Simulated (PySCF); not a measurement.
Gas-phase reaction: 2 CH3Cl + C3H4 (propyne) ⇌ CH2Cl2 + C4H8 (isobutene)

Method: PySCF energies plus ideal-gas RRHO corrections (1 bar). Table values come from the NASA 1993 polynomials. † marks an energy on the PBE0/def2-TZVP geometry and frequencies; other levels use their own. MP2 freezes the core. 6-31G* has spherical d functions here. All species are closed-shell singlets. B3LYP is the form with VWN-RPA correlation. MP2 isn't extrapolated to the basis-set limit; its ΔH°(298 K) is -141.2 kJ in def2-SVP and -131.2 kJ in def2-TZVPP. The harmonic model lacks anharmonicity and excited electronic states, which grow with temperature; levels with a mode under 35 cm⁻¹ are left out. Internal rotation in C4H8 (isobutene) is treated as a harmonic vibration of one conformer, which makes the entropy rough.

```json
[
 {"level": "table", "ΔH°(298 K), kJ": "-133.1", "minus table": "-", "ΔG°(2500 K), kJ": "235.6"},
 {"level": "B3LYP/6-31G*", "ΔH°(298 K), kJ": "-129.9", "minus table": "3.2", "ΔG°(2500 K), kJ": "237.3"},
 {"level": "HF/6-31G*", "ΔH°(298 K), kJ": "-108.1", "minus table": "25.0", "ΔG°(2500 K), kJ": "258.4"},
 {"level": "MP2/def2-SVP†", "ΔH°(298 K), kJ": "-141.2", "minus table": "-8.1", "ΔG°(2500 K), kJ": "220.7"},
 {"level": "PBE/def2-SVP", "ΔH°(298 K), kJ": "-157.4", "minus table": "-24.3", "ΔG°(2500 K), kJ": "202.2"},
 {"level": "PBE0/def2-TZVP", "ΔH°(298 K), kJ": "-145.4", "minus table": "-12.3", "ΔG°(2500 K), kJ": "216.4"},
 {"level": "r2SCAN/def2-TZVP†", "ΔH°(298 K), kJ": "-143.8", "minus table": "-10.7", "ΔG°(2500 K), kJ": "218.0"}
]
```
